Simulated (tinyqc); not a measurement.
UHF in the sto-3g basis, for CH2, spin multiplicity 3, step by step (part 1 of 3). Computed by tinyqc, a small Python program that keeps every step (integrals from PySCF). Settings: charge = 0, multiplicity = 3, basis = sto-3g, energy threshold = 1e-10, iteration cap = 54, orthogonalisation = symmetric, start = random, DIIS depth = 0, method = UHF. Command: `OMP_NUM_THREADS=1 python tinyqc.py 21738 21739 out.jsonl` (the two numbers bound the seeds that draw the settings). One thread of a shared host (Intel(R) Xeon(R) Processor @ 2.60GHz), about 0.1 s of CPU time with the checks. Later iterations appear only in the table of the cycle.

## One-electron integrals

Geometry (angstrom):
```
atom         x          y         z
C     0.000000   0.000000  0.000000
H     0.000000   1.083000  0.711000
H     0.000000  -1.083000  0.711000
```

Basis sto-3g: exponents (1/bohr^2) and contraction coefficients of normalised primitives:
```
element  l (shell)   exponent  coefficient
C            s (1)  71.616837     0.154329
C            s (1)  13.045096     0.535328
C            s (1)   3.530512     0.444635
C            s (2)   2.941249    -0.099967
C            s (2)   0.683483     0.399513
C            s (2)   0.222290     0.700115
C            p (3)   2.941249     0.155916
C            p (3)   0.683483     0.607684
C            p (3)   0.222290     0.391957
H            s (1)   3.425251     0.154329
H            s (1)   0.623914     0.535328
H            s (1)   0.168855     0.444635
```

Overlap, kinetic and nuclear-attraction integrals over the contracted functions; the nuclear repulsion is the sum of Za Zb / Rab.

nuclear repulsion = 5.14585982 hartree

overlap S:
```
           1C 1s     1C 2s    1C 2px     1C 2py    1C 2pz     2H 1s      3H 1s
1C 1s   1.000000  0.248362  0.000000   0.000000  0.000000  0.038713   0.038713
1C 2s   0.248362  1.000000  0.000000   0.000000  0.000000  0.379657   0.379657
1C 2px  0.000000  0.000000  1.000000   0.000000  0.000000  0.000000   0.000000
1C 2py  0.000000  0.000000  0.000000   1.000000  0.000000  0.326548  -0.326548
1C 2pz  0.000000  0.000000  0.000000   0.000000  1.000000  0.214382   0.214382
2H 1s   0.038713  0.379657  0.000000   0.326548  0.214382  1.000000   0.090220
3H 1s   0.038713  0.379657  0.000000  -0.326548  0.214382  0.090220   1.000000
```

kinetic energy T (hartree):
```
            1C 1s      1C 2s    1C 2px     1C 2py    1C 2pz      2H 1s      3H 1s
1C 1s   15.891122  -0.085890  0.000000   0.000000  0.000000  -0.011355  -0.011355
1C 2s   -0.085890   0.472250  0.000000   0.000000  0.000000   0.051803   0.051803
1C 2px   0.000000   0.000000  1.477728   0.000000  0.000000   0.000000   0.000000
1C 2py   0.000000   0.000000  0.000000   1.477728  0.000000   0.127345  -0.127345
1C 2pz   0.000000   0.000000  0.000000   0.000000  1.477728   0.083603   0.083603
2H 1s   -0.011355   0.051803  0.000000   0.127345  0.083603   0.760032  -0.011330
3H 1s   -0.011355   0.051803  0.000000  -0.127345  0.083603  -0.011330   0.760032
```

nuclear attraction V (hartree):
```
             1C 1s      1C 2s     1C 2px     1C 2py     1C 2pz      2H 1s      3H 1s
1C 1s   -34.469666  -4.395122   0.000000   0.000000  -0.013159  -0.694599  -0.694599
1C 2s    -4.395122  -5.997929   0.000000   0.000000  -0.144760  -1.839176  -1.839176
1C 2px    0.000000   0.000000  -5.896783   0.000000   0.000000   0.000000   0.000000
1C 2py    0.000000   0.000000   0.000000  -6.020408   0.000000  -1.448590   1.448590
1C 2pz   -0.013159  -0.144760   0.000000   0.000000  -5.950066  -0.978790  -0.978790
2H 1s    -0.694599  -1.839176   0.000000  -1.448590  -0.978790  -3.898388  -0.388540
3H 1s    -0.694599  -1.839176   0.000000   1.448590  -0.978790  -0.388540  -3.898388
```

core Hamiltonian H = T + V (hartree):
```
             1C 1s      1C 2s     1C 2px     1C 2py     1C 2pz      2H 1s      3H 1s
1C 1s   -18.578544  -4.481012   0.000000   0.000000  -0.013159  -0.705954  -0.705954
1C 2s    -4.481012  -5.525679   0.000000   0.000000  -0.144760  -1.787373  -1.787373
1C 2px    0.000000   0.000000  -4.419055   0.000000   0.000000   0.000000   0.000000
1C 2py    0.000000   0.000000   0.000000  -4.542680   0.000000  -1.321245   1.321245
1C 2pz   -0.013159  -0.144760   0.000000   0.000000  -4.472338  -0.895187  -0.895187
2H 1s    -0.705954  -1.787373   0.000000  -1.321245  -0.895187  -3.138356  -0.399870
3H 1s    -0.705954  -1.787373   0.000000   1.321245  -0.895187  -0.399870  -3.138356
```

## Two-electron integrals

Functions are numbered as in S; the eight-fold symmetry (ij|kl) = (ji|kl) = (kl|ij) leaves the list below.

Two-electron integrals (ij|kl) in chemists' order, unique and non-zero (hartree):
```
(11|11) 3.541948    (21|11) 0.576921    (21|21) 0.111888    (22|11) 0.854682
(22|21) 0.205284    (22|22) 0.624709    (31|31) 0.020296    (32|31) 0.030858
(32|32) 0.137996    (33|11) 0.852436    (33|21) 0.205335    (33|22) 0.624568
(33|33) 0.672833    (41|41) 0.020296    (42|41) 0.030858    (42|42) 0.137996
(43|43) 0.036269    (44|11) 0.852436    (44|21) 0.205335    (44|22) 0.624568
(44|33) 0.600295    (44|44) 0.672833    (51|51) 0.020296    (52|51) 0.030858
(52|52) 0.137996    (53|53) 0.036269    (54|54) 0.036269    (55|11) 0.852436
(55|21) 0.205335    (55|22) 0.624568    (55|33) 0.600295    (55|44) 0.600295
(55|55) 0.672833    (61|11) 0.090250    (61|21) 0.017411    (61|22) 0.031934
(61|33) 0.031828    (61|41) 0.000865    (61|42) 0.001627    (61|44) 0.032058
(61|51) 0.000568    (61|52) 0.001068    (61|54) 0.000151    (61|55) 0.031927
(61|61) 0.002767    (62|11) 0.238801    (62|21) 0.058234    (62|22) 0.197879
(62|33) 0.192941    (62|41) 0.004611    (62|42) 0.033243    (62|44) 0.203157
(62|51) 0.003027    (62|52) 0.021824    (62|54) 0.006707    (62|55) 0.197344
(62|61) 0.009463    (62|62) 0.085779    (63|31) 0.005626    (63|32) 0.030562
(63|43) 0.006310    (63|53) 0.004143    (63|63) 0.009905    (64|11) 0.177695
(64|21) 0.043861    (64|22) 0.158032    (64|33) 0.150181    (64|41) 0.008613
(64|42) 0.054894    (64|44) 0.170317    (64|51) 0.001961    (64|52) 0.015975
(64|54) 0.009077    (64|55) 0.153420    (64|61) 0.007423    (64|62) 0.081228
(64|64) 0.085424    (65|11) 0.116658    (65|21) 0.028795    (65|22) 0.103750
(65|33) 0.098595    (65|41) 0.001961    (65|42) 0.015975    (65|44) 0.103530
(65|51) 0.006914    (65|52) 0.041049    (65|54) 0.009550    (65|55) 0.109007
(65|61) 0.004873    (65|62) 0.053327    (65|64) 0.049579    (65|65) 0.042454
(66|11) 0.404307    (66|21) 0.100228    (66|22) 0.388923    (66|33) 0.368989
(66|41) 0.009294    (66|42) 0.091956    (66|44) 0.410405    (66|51) 0.006102
(66|52) 0.060370    (66|54) 0.027191    (66|55) 0.386839    (66|61) 0.016460
(66|62) 0.220959    (66|64) 0.230211    (66|65) 0.151136    (66|66) 0.774606
(71|11) 0.090250    (71|21) 0.017411    (71|22) 0.031934    (71|33) 0.031828
(71|41) -0.000865   (71|42) -0.001627   (71|44) 0.032058    (71|51) 0.000568
(71|52) 0.001068    (71|54) -0.000151   (71|55) 0.031927    (71|61) 0.002687
(71|62) 0.008914    (71|64) 0.006432    (71|65) 0.004601    (71|66) 0.015301
(71|71) 0.002767    (72|11) 0.238801    (72|21) 0.058234    (72|22) 0.197879
(72|33) 0.192941    (72|41) -0.004611   (72|42) -0.033243   (72|44) 0.203157
(72|51) 0.003027    (72|52) 0.021824    (72|54) -0.006707   (72|55) 0.197344
(72|61) 0.008914    (72|62) 0.059711    (72|64) 0.041177    (72|65) 0.036146
(72|66) 0.118102    (72|71) 0.009463    (72|72) 0.085779    (73|31) 0.005626
(73|32) 0.030562    (73|43) -0.006310   (73|53) 0.004143    (73|63) 0.006405
(73|73) 0.009905    (74|11) -0.177695   (74|21) -0.043861   (74|22) -0.158032
(74|33) -0.150181   (74|41) 0.008613    (74|42) 0.054894    (74|44) -0.170317
(74|51) -0.001961   (74|52) -0.015975   (74|54) 0.009077    (74|55) -0.153420
(74|61) -0.006432   (74|62) -0.041177   (74|64) -0.022969   (74|65) -0.024503
(74|66) -0.077206   (74|71) -0.007423   (74|72) -0.081228   (74|74) 0.085424
(75|11) 0.116658    (75|21) 0.028795    (75|22) 0.103750    (75|33) 0.098595
(75|41) -0.001961   (75|42) -0.015975   (75|44) 0.103530    (75|51) 0.006914
(75|52) 0.041049    (75|54) -0.009550   (75|55) 0.109007    (75|61) 0.004601
(75|62) 0.036146    (75|64) 0.024503    (75|65) 0.027840    (75|66) 0.075461
(75|71) 0.004873    (75|72) 0.053327    (75|74) -0.049579   (75|75) 0.042454
(76|11) 0.048893    (76|21) 0.011985    (76|22) 0.042634    (76|33) 0.041408
(76|44) 0.042622    (76|51) 0.001015    (76|52) 0.007988    (76|55) 0.043827
(76|61) 0.001905    (76|62) 0.016658    (76|64) 0.013761    (76|65) 0.011380
(76|66) 0.040480    (76|71) 0.001905    (76|72) 0.016658    (76|74) -0.013761
(76|75) 0.011380    (76|76) 0.004092    (77|11) 0.404307    (77|21) 0.100228
(77|22) 0.388923    (77|33) 0.368989    (77|41) -0.009294   (77|42) -0.091956
(77|44) 0.410405    (77|51) 0.006102    (77|52) 0.060370    (77|54) -0.027191
(77|55) 0.386839    (77|61) 0.015301    (77|62) 0.118102    (77|64) 0.077206
(77|65) 0.075461    (77|66) 0.243871    (77|71) 0.016460    (77|72) 0.220959
(77|74) -0.230211   (77|75) 0.151136    (77|76) 0.040480    (77|77) 0.774606
```

## Orthogonalisation

S = U s U^T; symmetric (Loewdin) form X = U s^(-1/2) U^T, so that X^T S X = 1.

eigenvalues of S: 0.400052  0.490883  0.872051  1.000000  1.103337  1.418896  1.714781

X:
```
            1C 1s      1C 2s    1C 2px     1C 2py     1C 2pz      2H 1s      3H 1s
1C 1s    1.026364  -0.145613  0.000000   0.000000  -0.008980   0.022447   0.022447
1C 2s   -0.145613   1.169202  0.000000   0.000000   0.079741  -0.238049  -0.238049
1C 2px   0.000000   0.000000  1.000000   0.000000   0.000000   0.000000   0.000000
1C 2py   0.000000   0.000000  0.000000   1.104825   0.000000  -0.206826   0.206826
1C 2pz  -0.008980   0.079741  0.000000   0.000000   1.043866  -0.131483  -0.131483
2H 1s    0.022447  -0.238049  0.000000  -0.206826  -0.131483   1.145048  -0.016920
3H 1s    0.022447  -0.238049  0.000000   0.206826  -0.131483  -0.016920   1.145048
```

## Starting guess

The start is random orthonormal orbitals; D(s) = C_occ C_occ^T for each spin.

D(alpha) at the start:
```
            1C 1s      1C 2s     1C 2px     1C 2py     1C 2pz      2H 1s      3H 1s
1C 1s    0.934851  -0.085342   0.248827   0.002110  -0.087440   0.028525  -0.141385
1C 2s   -0.085342   1.023161  -0.440825   0.163384   0.363142  -0.348052  -0.176101
1C 2px   0.248827  -0.440825   0.559659   0.016257   0.094653   0.112165   0.397410
1C 2py   0.002110   0.163384   0.016257   0.807623  -0.098296  -0.812460   0.499241
1C 2pz  -0.087440   0.363142   0.094653  -0.098296   1.092277  -0.393503  -0.381606
2H 1s    0.028525  -0.348052   0.112165  -0.812460  -0.393503   1.168645  -0.077563
3H 1s   -0.141385  -0.176101   0.397410   0.499241  -0.381606  -0.077563   1.065911
```

D(beta) at the start:
```
            1C 1s      1C 2s     1C 2px     1C 2py     1C 2pz      2H 1s      3H 1s
1C 1s    0.338590  -0.242034   0.110005   0.275584  -0.146132  -0.305639   0.020809
1C 2s   -0.242034   0.522049  -0.010988   0.136444   0.464380  -0.231734   0.188916
1C 2px   0.110005  -0.010988   0.054549   0.180104  -0.037293  -0.172603   0.108305
1C 2py   0.275584   0.136444   0.180104   0.660970  -0.046315  -0.615343   0.494110
1C 2pz  -0.146132   0.464380  -0.037293  -0.046315   1.056909  -0.478175  -0.447416
2H 1s   -0.305639  -0.231734  -0.172603  -0.615343  -0.478175   0.890767  -0.129753
3H 1s    0.020809   0.188916   0.108305   0.494110  -0.447416  -0.129753   0.795808
```

## Iteration 1: building the Fock matrix

J_ij = sum D_kl (ij|kl) with D = D(alpha) + D(beta), K_ij = sum D_kl (ik|jl) for each spin; F = H + J - K(s); E = tr D H + tr D J / 2 - 0.5 sum_s tr D(s) K(s) + E_nn.

Coulomb J (hartree):
```
            1C 1s      1C 2s     1C 2px     1C 2py     1C 2pz      2H 1s      3H 1s
1C 1s    9.026127   1.845424  -0.008307   0.018227   0.028199   0.289605   0.288111
1C 2s    1.845424   4.701870  -0.075335   0.029098   0.204806   1.564006   1.569896
1C 2px  -0.008307  -0.075335   4.624171   0.007099   0.007850  -0.015344  -0.016337
1C 2py   0.018227   0.029098   0.007099   4.721984  -0.021812   1.271152  -1.274937
1C 2pz   0.028199   0.204806   0.007850  -0.021812   4.748332   0.881378   0.894087
2H 1s    0.289605   1.564006  -0.015344   1.271152   0.881378   3.427539   0.346544
3H 1s    0.288111   1.569896  -0.016337  -1.274937   0.894087   0.346544   3.479409
```

exchange K(alpha) (hartree):
```
            1C 1s      1C 2s     1C 2px     1C 2py     1C 2pz      2H 1s      3H 1s
1C 1s    3.341118   0.675010   0.132126   0.050948  -0.042125   0.114521   0.059384
1C 2s    0.675010   0.888941  -0.163495   0.027683   0.085877   0.289241   0.328749
1C 2px   0.132126  -0.163495   0.565220  -0.034289   0.112605  -0.015438   0.073914
1C 2py   0.050948   0.027683  -0.034289   0.432285  -0.099515   0.018793  -0.126963
1C 2pz  -0.042125   0.085877   0.112605  -0.099515   0.791327   0.109868   0.167154
2H 1s    0.114521   0.289241  -0.015438   0.018793   0.109868   0.520429   0.117531
3H 1s    0.059384   0.328749   0.073914  -0.126963   0.167154   0.117531   0.629089
```

exchange K(beta) (hartree):
```
            1C 1s     1C 2s     1C 2px     1C 2py     1C 2pz      2H 1s      3H 1s
1C 1s    0.962482  0.049356   0.091001   0.191023  -0.083789  -0.080198  -0.036489
1C 2s    0.049356  0.474126   0.003232   0.048587   0.139904   0.168312   0.288348
1C 2px   0.091001  0.003232   0.150535   0.070689  -0.030345  -0.034202   0.002432
1C 2py   0.191023  0.048587   0.070689   0.294715  -0.058159   0.018626  -0.076390
1C 2pz  -0.083789  0.139904  -0.030345  -0.058159   0.634992   0.071882   0.120642
2H 1s   -0.080198  0.168312  -0.034202   0.018626   0.071882   0.364988   0.090023
3H 1s   -0.036489  0.288348   0.002432  -0.076390   0.120642   0.090023   0.497625
```

F(alpha) (hartree):
```
             1C 1s      1C 2s     1C 2px     1C 2py     1C 2pz      2H 1s      3H 1s
1C 1s   -12.893536  -3.310598  -0.140433  -0.032721   0.057165  -0.530870  -0.477228
1C 2s    -3.310598  -1.712749   0.088160   0.001415  -0.025832  -0.512608  -0.546227
1C 2px   -0.140433   0.088160  -0.360104   0.041388  -0.104756   0.000093  -0.090251
1C 2py   -0.032721   0.001415   0.041388  -0.252981   0.077702  -0.068887   0.173271
1C 2pz    0.057165  -0.025832  -0.104756   0.077702  -0.515333  -0.123677  -0.168255
2H 1s    -0.530870  -0.512608   0.000093  -0.068887  -0.123677  -0.231246  -0.170857
3H 1s    -0.477228  -0.546227  -0.090251   0.173271  -0.168255  -0.170857  -0.288036
```

F(beta) (hartree):
```
             1C 1s      1C 2s     1C 2px     1C 2py     1C 2pz      2H 1s      3H 1s
1C 1s   -10.514899  -2.684944  -0.099308  -0.172796   0.098829  -0.336151  -0.381355
1C 2s    -2.684944  -1.297935  -0.078567  -0.019489  -0.079859  -0.391679  -0.505825
1C 2px   -0.099308  -0.078567   0.054581  -0.063590   0.038195   0.018858  -0.018769
1C 2py   -0.172796  -0.019489  -0.063590  -0.115411   0.036346  -0.068719   0.122698
1C 2pz    0.098829  -0.079859   0.038195   0.036346  -0.358998  -0.085691  -0.121742
2H 1s    -0.336151  -0.391679   0.018858  -0.068719  -0.085691  -0.075805  -0.143349
3H 1s    -0.381355  -0.505825  -0.018769   0.122698  -0.121742  -0.143349  -0.156572
```

total energy of this density = -27.71056112 hartree

## Iteration 1: diagonalisation and new density

Diagonalise F' = X^T F X, C = X C', fill 5 alpha and 3 beta electrons from the bottom; D(s) = C_occ C_occ^T. Each column has its largest component positive (the first on a tie).

F' = X^T F X (alpha) (hartree):
```
            1          2          3          4          5          6          7
1  -12.670121  -1.630186  -0.158056  -0.023295   0.042903  -0.073365  -0.018015
2   -1.630186  -1.015113   0.136634  -0.021201   0.023410  -0.224395  -0.272627
3   -0.158056   0.136634  -0.360104   0.027041  -0.089206  -0.017291  -0.105148
4   -0.023295  -0.021201   0.027041  -0.205725   0.066165  -0.037579   0.135722
5    0.042903   0.023410  -0.089206   0.066165  -0.489024  -0.074321  -0.095346
6   -0.073365  -0.224395  -0.017291  -0.037579  -0.074321  -0.063390  -0.038292
7   -0.018015  -0.272627  -0.105148   0.135722  -0.095346  -0.038292  -0.063443
```

orbital energies (alpha) (hartree): MO1 -12.896647, MO2 -0.953325, MO3 -0.606750, MO4 -0.314510, MO5 -0.236473, MO6 0.011569, MO7 0.129214

coefficients C (alpha):
```
              MO1        MO2        MO3        MO4        MO5        MO6        MO7
1C 1s    0.997206  -0.250354   0.008742  -0.025598  -0.026127   0.057932   0.117675
1C 2s    0.011591   0.964410  -0.075211   0.001689   0.073426  -0.367094  -0.657190
1C 2px   0.011024  -0.184600   0.463992   0.742284   0.361303  -0.038997  -0.259744
1C 2py   0.001463  -0.003619  -0.239640  -0.131261   0.830521  -0.587837   0.442949
1C 2pz  -0.003364   0.032788   0.774933  -0.626915   0.094593  -0.240671  -0.263005
2H 1s   -0.000953   0.036780   0.077527   0.049008   0.137102   1.152014   0.270108
3H 1s   -0.004427   0.078570   0.171675   0.334006  -0.111343  -0.277168   1.091885
```

F' = X^T F X (beta) (hartree):
```
            1          2          3          4          5          6          7
1  -10.331049  -1.351304  -0.090827  -0.198295   0.084788   0.073979  -0.034169
2   -1.351304  -0.674190  -0.074376  -0.031230  -0.041132  -0.208634  -0.340195
3   -0.090827  -0.074376   0.054581  -0.078038   0.034485   0.046515  -0.023511
4   -0.198295  -0.031230  -0.078038  -0.051071   0.026689  -0.085044   0.137379
5    0.084788  -0.041132   0.034485   0.026689  -0.346495  -0.046969  -0.075705
6    0.073979  -0.208634   0.046515  -0.085044  -0.046969   0.092030  -0.032874
7   -0.034169  -0.340195  -0.023511   0.137379  -0.075705  -0.032874   0.079826
```

orbital energies (beta) (hartree): MO1 -10.522757, MO2 -0.722749, MO3 -0.340094, MO4 -0.144183, MO5 0.029478, MO6 0.233251, MO7 0.290687

coefficients C (beta):
```
              MO1        MO2        MO3        MO4        MO5        MO6        MO7
1C 1s    0.996815  -0.229398   0.072449  -0.029374  -0.016752   0.088861   0.123134
1C 2s    0.013613   0.869526  -0.210917   0.077713   0.077597  -0.443743  -0.705843
1C 2px   0.009662   0.049509  -0.140892   0.201660   0.854599   0.450071  -0.063516
1C 2py   0.023484  -0.022152  -0.141377   0.809895   0.140276  -0.601284   0.498010
1C 2pz  -0.006539   0.221433   0.972718   0.194534   0.154871  -0.134217  -0.235739
2H 1s   -0.017965   0.053565  -0.075629   0.143608  -0.570531   1.017457   0.195955
3H 1s    0.003184   0.203863  -0.080635  -0.238087   0.173501  -0.110746   1.132048
```

D(alpha) after iteration 1:
```
            1C 1s      1C 2s     1C 2px     1C 2py     1C 2pz      2H 1s      3H 1s
1C 1s    1.058511  -0.232505   0.032825  -0.018069   0.008787  -0.014318  -0.028225
1C 2s   -0.232505   0.941272  -0.185017   0.075310  -0.020815   0.039779   0.055199
1C 2px   0.032825  -0.185017   0.931012   0.092129  -0.077699   0.115085   0.272802
1C 2py  -0.018069   0.075310   0.092129   0.764437  -0.024978   0.088720  -0.177746
1C 2pz   0.008787  -0.020815  -0.077699  -0.024978   1.003578   0.043533  -0.084299
2H 1s   -0.014318   0.039779   0.115085   0.088720   0.043533   0.028563   0.017307
3H 1s   -0.028225   0.055199   0.272802  -0.177746  -0.084299   0.017307   0.159623
```

D(beta) after iteration 1:
```
            1C 1s      1C 2s     1C 2px     1C 2py     1C 2pz      2H 1s      3H 1s
1C 1s    1.051513  -0.201178  -0.011933   0.018248   0.013158  -0.035675  -0.049434
1C 2s   -0.201178   0.800746   0.072897   0.010877  -0.012710   0.062283   0.194314
1C 2px  -0.011933   0.072897   0.022395   0.019049  -0.126148   0.013134   0.021485
1C 2py   0.018248   0.010877   0.019049   0.021030  -0.142579   0.009084   0.006959
1C 2pz   0.013158  -0.012710  -0.126148  -0.142579   0.995256  -0.061587  -0.033314
2H 1s   -0.035675   0.062283   0.013134   0.009084  -0.061587   0.008912   0.016961
3H 1s   -0.049434   0.194314   0.021485   0.006959  -0.033314   0.016961   0.048072
```
